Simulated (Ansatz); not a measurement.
**BeF+ (triplet): the correlation ladder, def2-TZVPP**

The task here is to estimate one member of a computed series from the others.

The runs use Ansatz 0.2.0, Gaussian basis; def2-TZVPP, core rule «outside noble gas», up to 2 orbitals frozen.

Plan: UHF; ROHF; CCSD(T) on UHF.

2 further runs of the same task are left out: 2 set aside as unsound or not needed.

### The system

The geometry is a PBE0/def2-TZVP stationary point (not a proven minimum) of the parent state, kept for this charge and spin.

2 atoms, charge 1, spin multiplicity 3.

Atoms are counted from 1 here; the program's logs count them from 0.

Bond lengths: F1–Be2 1.370 Å.

Set-up of the first run:

in.yaml

```yaml
crystal:
  periodic: [false, false, false]
  atoms:
    - {symbol: F, position_ang: [0.000000, 0.000000, 0.000000]}
    - {symbol: Be, position_ang: [0.000000, 0.000000, 1.370100]}
basis:
  gaussian: {orbitals: def2-TZVPP}
total_charge: 1
magnetization: {spin_polarized: true, initial_magnetization: 2}
hamiltonian: {xc: hf}
output: {orbitals: {seedname: orbitals}}
```

Started as:

```
$ ansatz run in.yaml --threads 1 --pin off --events-out ev --progress --plain --max-ram 4096MiB --backend cpu
```

Among the steps run: UHF; ROHF; CCSD(T) on UHF.

One table of the session follows, with a row left open; its other results are not shown here.

```
  method  from UCCSD(T) (kJ/mol)
    ROHF                  +577.6
     UHF                  +565.3
    UMP2                   +44.5
   UCCSD                       ?
UCCSD(T)                       0
```

Estimate the missing values for UCCSD.

The run gave: from UCCSD(T) (kJ/mol): +9.7. In the column «from UCCSD(T) (kJ/mol)» it lies between UCCSD(T) (0) and UMP2 (+44.5).
